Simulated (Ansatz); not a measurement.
How far each method lies from UCCSDT(Q) for H₂As–AsH₂⁺, doublet

Geometry: that of the H2As–AsH2, singlet, kept fixed.

```xyz
6

As    0.0276    0.0000    1.2417
As    0.0276    0.0000   -1.2417
H    -1.0276    1.0883    1.3713
H    -1.0267   -1.0892    1.3713
H    -1.0276    1.0883   -1.3713
H    -1.0267   -1.0892   -1.3713
```

Basis cc-pVDZ; Ansatz 0.2.0. Only valence electrons are correlated (noble-gas cores and the filled d shells of p-block atoms frozen), which leaves 13 electrons in 46 orbitals. R marks a restricted (for open shells ROHF) determinant, U an unrestricted one. Active spaces: valence = (13e, 12o) chosen from the atoms' valence shells. No spin–orbit coupling is included, and no scalar relativity.

Full CI isn't at hand for all of this; UCCSDT(Q) serves as the reference, and is uncertain by the last step of the cluster series or more. The frozen core follows each run's orbitals, which can shift R against U totals by a few meV for light atoms and by up to 0.1 eV past Ca.

```
UHF ⟨S²⟩                            : 0.795
⟨S²⟩ of the determinant under UCCSD : 0.840
T1 diagnostic (RCCSD)               : 0.0299
largest doubles amplitude (RCCSD)   : 0.083
T1 diagnostic (UCCSD)               : 0.0235
```

```json
{"level": "UMP2", "E − E(UCCSDT(Q)) (mEh)": "56.85", "wall time": "–"}
{"level": "UCCSD", "E − E(UCCSDT(Q)) (mEh)": "9.09", "wall time": "–"}
{"level": "UCCSD(T)", "E − E(UCCSDT(Q)) (mEh)": "1.91", "wall time": "32 s"}
{"level": "UCCSDT", "E − E(UCCSDT(Q)) (mEh)": "0.40", "wall time": "–"}
```

Run but not shown, since their state, orbitals or frozen core can't be matched to the reference's or they repeat it: RHF, UHF, RMP2, CISD, RCCSD, RCCSD(T), BCCD(T), RCCSDT, RCCSDT(Q), CASSCF (valence space), NEVPT2 (valence space).

Times hold each run's SCF and search for its determinant on a shared host, so for small cases they say little of a method's own cost; they ran on 1 thread of AMD EPYC 7R13. Some runs computed forces too.

Natural occupations of CASSCF (valence space) about the gap: 1.972 1.967 1.962 1.952 1.006 0.040 0.040 0.033 0.031 0.025; effectively unpaired electrons, Σ n²(2−n)², 1.05.
